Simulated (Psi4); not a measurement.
Psi4 input (wB97X-D/6-31G*):

```
memory 1500 MB

molecule {
-1 2
Na   -0.00000000   -0.00000000   -1.52722632
Na    0.00000000    0.00000000    1.52722632
symmetry c1
no_reorient
no_com
}

set {
  basis 6-31G*
  reference uks
  scf_type pk
  dft_radial_points 99
  dft_spherical_points 590
  e_convergence 1e-8
  d_convergence 1e-7
  maxiter 150
}

e = energy('wb97x-d')
print_out(f'\nFINAL {e:.10f} DIPOLE {variable("CURRENT DIPOLE")[0]:.6f} {variable("CURRENT DIPOLE")[1]:.6f} {variable("CURRENT DIPOLE")[2]:.6f}\n')
```

From the last part of the output:

```
    Beta Occupied:

       1A    -38.469299     2A    -38.469295     3A     -2.184531
       4A     -2.184370     5A     -1.103536     6A     -1.102594
       7A     -1.102594     8A     -1.102283     9A     -1.102283
      10A     -1.101311    11A     -0.058717

    Beta Virtual:

      12A      0.092417    13A      0.120001    14A      0.120001
      15A      0.123374    16A      0.146288    17A      0.146288
      18A      0.179719    19A      0.208401    20A      0.281947
      21A      0.282403    22A      0.282403    23A      0.288941
      24A      0.338327    25A      0.338327    26A      0.435358
      27A      0.518162    28A      0.518162    29A      0.547566
      30A      0.547570    31A      0.579900    32A      0.600427
      33A      0.600430    34A      0.703337    35A      0.706670
      36A      0.706670    37A      0.709488    38A      0.965305

    Final Occupation by Irrep:
              A
    DOCC [    11 ]
    SOCC [     1 ]
    NA   [    12 ]
    NB   [    11 ]

  @UKS Final Energy:  -324.54065679429448

   => Energetics <=

    Nuclear Repulsion Energy =             20.9629842193493623
    One-Electron Energy =                -500.7295825977993218
    Two-Electron Energy =                 176.0034035591231714
    DFT Exchange-Correlation Energy =     -20.7752062772582242
    Empirical Dispersion Energy =          -0.0022556977094956
    VV10 Nonlocal Energy =                  0.0000000000000000
    Total Energy =                       -324.5406567942944775

  UHF NO Occupations:
  HONO-2 :   10  A 1.9999985
  HONO-1 :   11  A 1.9770180
  HONO-0 :   12  A 1.0000000
  LUNO+0 :   13  A 0.0229820
  LUNO+1 :   14  A 0.0000015
  LUNO+2 :   15  A 0.0000015
  LUNO+3 :   16  A 0.0000011

Computation Completed

Properties will be evaluated at   0.000000,   0.000000,   0.000000 [a0]

Properties computed using the SCF density matrix

 Multipole Moments:

 ------------------------------------------------------------------------------------
     Multipole            Electronic (a.u.)      Nuclear  (a.u.)        Total (a.u.)
 ------------------------------------------------------------------------------------

 L = 1.  Multiply by 2.5417464519 to convert [e a0] to [Debye]
 Dipole X            :          0.0000000            0.0000000            0.0000000
 Dipole Y            :          0.0000000            0.0000000            0.0000000
 Dipole Z            :          0.0000000            0.0000000            0.0000000
 Magnitude           :                                                    0.0000000

 ------------------------------------------------------------------------------------

FINAL -324.5406567943 DIPOLE 0.000000 0.000000 0.000000

*** Psi4 exiting successfully. Buy a developer a beer!
```

The dipole moment of an ion depends on the origin.
